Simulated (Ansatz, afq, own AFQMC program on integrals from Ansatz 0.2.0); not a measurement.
**Where AFQMC and coupled cluster stand for ZrH, quartet**

```xyz
2

Zr    0.0000    0.0000    0.0000
H     0.0000    0.0000    4.1410
```

Basis def2-TZVP with its core potentials. Noble-gas cores (and the filled d shells of Ga–Kr and In–Xe) are frozen. AFQMC by an in-house program on the Cholesky factors that Ansatz 0.2.0 writes for its CCSD(T) run. The CISD trial takes its coefficients from CCSD amplitudes. Released means that phaseless walkers are propagated on without the constraint, phases kept. ± is one standard error of the sampling. No spin–orbit coupling. The metal's outer-core s and p shells are frozen, which shifts wave-function levels against functionals.

Determinant: UHF, the one that the program's search chose, which needn't be the lowest solution. The geometry is a point of a scan.

Full CI on the same integrals is exact in this basis and with this determinant's frozen core.

Cautions: no spin-orbit coupling; outer-core shells of the metal frozen; lower spins were not checked; strong correlation (T1 0.059, weight of the determinant 0.87, largest double 0.09); unrestricted determinant spin contaminated (⟨S²⟩ 3.88 against 3.75); the released energies have errors that jump between times, so the bars are unsure, so no released level is given (meV from the phaseless value at times in 1/Eh: -3.4 ± 1.4 at 0.60, -8 ± 15 at 1.20, -12.4 ± 1.7 at 2.00, -16 ± 4 at 3.00, -62 ± 43 at 4.20).

The T1 diagnostic is 0.0595. The weight of the determinant in the CISD state is 0.873. The ⟨S²⟩ of the determinant is 3.876 and the size of the correlated space is 5 electrons in 42 orbitals.

```json
{"level": "MP2", "correlation energy (eV)": "-0.9753"}
{"level": "CCSD", "correlation energy (eV)": "-1.4166"}
{"level": "CCSD(T)", "correlation energy (eV)": "-1.4774"}
```

**Question.** Estimate where phaseless AFQMC with a CISD trial lies against CCSD(T) on the same integrals.

**Answer.** 0.24 ± 0.05 mEh below CCSD(T).

Reference: full CI, correlation energy -1.512 eV.

```json
{"level": "CCSD(T)", "E − E(reference) (mEh)": "1.28", "share of correlation (%)": "97.69"}
{"level": "CCSDT", "E − E(reference) (mEh)": "0.11", "share of correlation (%)": "99.79"}
{"level": "CCSDT(Q)", "E − E(reference) (mEh)": "0.04", "share of correlation (%)": "99.93"}
{"level": "CCSDTQ", "E − E(reference) (mEh)": "0.00", "share of correlation (%)": "100.00"}
{"level": "ph-AFQMC/CISD", "E − E(reference) (mEh)": "1.05 ± 0.05", "share of correlation (%)": "98.12"}
```

CCSDT and higher add their correlation energy to the determinant of the CCSD(T) run, since their own runs factorise the integrals more tightly (a shift of under 2 meV).
